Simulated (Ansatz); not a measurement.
```yaml
crystal:
  periodic: [false, false, false]
  atoms:
    - {symbol: B, position_ang: [0.000000, 0.000000, -1.588740]}
    - {symbol: B, position_ang: [0.000000, 0.000000, -0.089660]}
    - {symbol: P, position_ang: [0.000000, 0.000000, 1.678400]}
basis:
  gaussian: {orbitals: def2-TZVP}
magnetization: {spin_polarized: true, initial_magnetization: 3}
hamiltonian: {xc: pbe0}
relax: {f_tol: 0.004, max_steps: 80}
```

```sh
$ ansatz run in.yaml --threads 1 --pin off --events-out ev --progress --plain --max-ram 2176MiB
```

Steps of the relaxation (energy above the last step; positions in Å, forces in eV/Å):

```
3
step 1, 64.5 meV
B     0.000    0.000   -1.589    0.000    0.000   -2.003
B     0.000    0.000   -0.090    0.000    0.000    1.945
P     0.000    0.000    1.678    0.000    0.000    0.058
```

```
3
step 2, 8.3 meV
B     0.000    0.000   -1.618    0.000    0.000   -0.653
B     0.000    0.000   -0.076    0.000    0.000    0.730
P     0.000    0.000    1.694    0.000    0.000   -0.077
```

```
3
step 3, 0.2 meV
B     0.000    0.000   -1.632    0.000    0.000   -0.059
B     0.000    0.000   -0.067    0.000    0.000    0.132
P     0.000    0.000    1.699    0.000    0.000   -0.072
```

```
3
step 5, 0.0 meV
B     0.000    0.000   -1.633    0.000    0.000    0.000
B     0.000    0.000   -0.065    0.000    0.000    0.000
P     0.000    0.000    1.698    0.000    0.000    0.000
```

Close pairs at the end: B1–B2 1.567 Å, B2–P3 1.764 Å.

A stationary point of unrestricted PBE0 after 5 steps, with ⟨S²⟩ = 3.802 against 3.75 for a pure state; no frequencies were run, so it isn't proven a minimum. 28 s on 1 thread of Intel Xeon Platinum 8259CL, shared host.
